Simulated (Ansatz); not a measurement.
A search over several starts for the lowest SCF solution of Si3H4 at the given spin, in a small basis.

```yaml
crystal:
  periodic: [false, false, false]
  atoms:
    - {symbol: Si, position_ang: [-0.442648, 1.553265, -0.062478]}
    - {symbol: Si, position_ang: [1.437331, 0.429328, 0.600968]}
    - {symbol: Si, position_ang: [-0.411035, -0.817936, -0.222140]}
    - {symbol: H, position_ang: [-0.276363, 1.840437, -1.530552]}
    - {symbol: H, position_ang: [-1.055965, -1.733896, 0.752142]}
    - {symbol: H, position_ang: [1.250691, 0.101962, 2.058087]}
    - {symbol: H, position_ang: [-0.502010, -1.373160, -1.596038]}
basis:
  gaussian: {orbitals: def2-SVP, initial_orbitals: start.molden}
magnetization: {spin_polarized: true, initial_magnetization: 2}
hamiltonian: {xc: pbe0, dispersion: d4}
output: {orbitals: {seedname: orbitals}}
```

The file start.molden holds the orbitals of an earlier run on this structure, at another level or in another basis.

```sh
$ ansatz run in.yaml --threads 4 --pin off --events-out ev --progress --plain --max-ram 3916MiB
```

Output, abridged:

```
Functional definition: PBE0
710 factors; integrals over basis functions are off by at most 1.1e-3 eV
mean field evaluation 1: about -23677.3599 eV, gradient 2.4e0 eV
mean field evaluation 2: about -23677.4008 eV, gradient 3.6e-2 eV
mean field evaluation 4: about -23677.4163 eV, gradient 2.6e-4 eV
mean field evaluation 8: about -23676.8365 eV, gradient 7.5e0 eV
mean field evaluation 16: about -23677.4163 eV, gradient 2.5e-2 eV
mean field -23677.41630738 eV, -870.1290001670 hartree, gradient 1.4e-5 eV, S^2 2.013591; 1 other end points of the search recorded, 0 dependent functions left out
reference -23677.41633302 eV, -870.1290011092 hartree; 24, 22 occupied and 50, 52 virtual orbitals, 710 factors
Total energy: -23677.59584150 eV, -870.1355979242 hartree
```

It took 1.6 s on 4 threads of Arm Neoverse V1 on a shared host.

At PBE0-D4/def2-TZVP a singlet of charge 0 lies 0.59 eV below the triplet, each at its own geometry. The structure comes from a short search, and lower isomers may exist.
